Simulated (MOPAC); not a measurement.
MOPAC input (PM3):

```
PM3 FORCE THERMO(298,298) PRECISE LET GEO-OK AUX(PRECISION=9) THREADS=1
C2H4O2

C     0.01671287 1    0.13049761 1    0.00187561 1
O     0.13179015 1    1.34282233 1    0.02051038 1
O    -1.25397439 1   -0.34014132 1   -0.00629818 1
H    -1.86938405 1    0.38631811 1    0.00465134 1
C     1.08398630 1   -0.91895979 1   -0.01299382 1
H     2.08412820 1   -0.46745157 1   -0.02050687 1
H     1.00785535 1   -1.56412331 1    0.87219376 1
H     0.99145167 1   -1.55782940 1   -0.90114192 1
```

Problem. Which zero-point energy does it print?

Solution. 38.44 kcal/mol, from the harmonic wavenumbers of PM3.
